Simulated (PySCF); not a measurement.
Process, species as SMILES: N#N (N2) + 3 [H][H] (H2) → 2 N (NH3)
B3LYP-D3(BJ)/def2-TZVP geometries, fixed; electronic energies without zero-point terms.

Effect of the grid level at wB97M-V/def2-TZVP with PySCF, against the last row, where the energy of full hydrogenation is -38.98 kcal/mol.

```csv
setting,"grid points, largest species",largest shift of a total energy (mEh),shift of the energy of full hydrogenation (kcal/mol)
grids.level: 0,2928,-4.284,-3.656
grids.level: 1,12536,-0.015,-0.016
grids.level: 2,27112,0.001,0.001
grids.level: 3,43328,0.000,0.000
grids.level: 4,75000,0.000,0.000
grids.level: 5,112736,0.000,0.000
grids.level: 7,235424,0.000,0.000
```

Within 0.02 kcal/mol in the energy of full hydrogenation: grids.level: 1; grids.level: 2; grids.level: 3; grids.level: 4; grids.level: 5. The largest shift is 4.284 mEh in a total energy and 3.656 kcal/mol in the difference.
